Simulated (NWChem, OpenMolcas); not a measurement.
**How basis sets differ on BH3S (SMILES BS)**

The species is BH3S (5 atoms), meant as a singlet with charge 0. SMILES: `BS`. Geometry: relaxed at PBE0-D4/def2-TZVP.

Quantity: the dipole moment, in D. The values are calculated.

| level | kind | program | value (D) |
| --- | --- | --- | --- |
| UHF/STO-3G | Hartree–Fock | OpenMolcas | 0.88 |
| HF/3-21G | Hartree–Fock | NWChem | 1.44 |
| HF/6-31G | Hartree–Fock | NWChem | 1.44 |
| HF/def2-SVP | Hartree–Fock | NWChem | 1.01 |

The values span 0.88 to 1.44 D. Magnitudes only: a small dipole may point the other way at some levels. Sets without polarisation functions give poor dipoles.
